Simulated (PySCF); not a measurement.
PySCF input:

```python
from pyscf import gto, scf, dft

mol = gto.M(
    atom='''
    P    -0.00000000   -0.00000000   -0.98809696
    P     0.00000000    0.00000000    0.98809696
    ''',
    basis='def2-tzvpd',
    charge=1,
    spin=1,
    symmetry='D2h',
    verbose=4,
)

mf = dft.UKS(mol, xc='bp86').density_fit(auxbasis='def2-universal-jkfit')
mf.grids.level = 3
mf.conv_tol = 1e-9
mf.max_cycle = 100
mf.max_memory = 1500
mf.kernel()
if not mf.converged:
    mf = mf.newton()
    mf.kernel(mf.make_rdm1())
mf.analyze()
```

### Question
What final total energy does it print?

### Answer
-682.40152 Eh (BP86/def2-TZVPD).
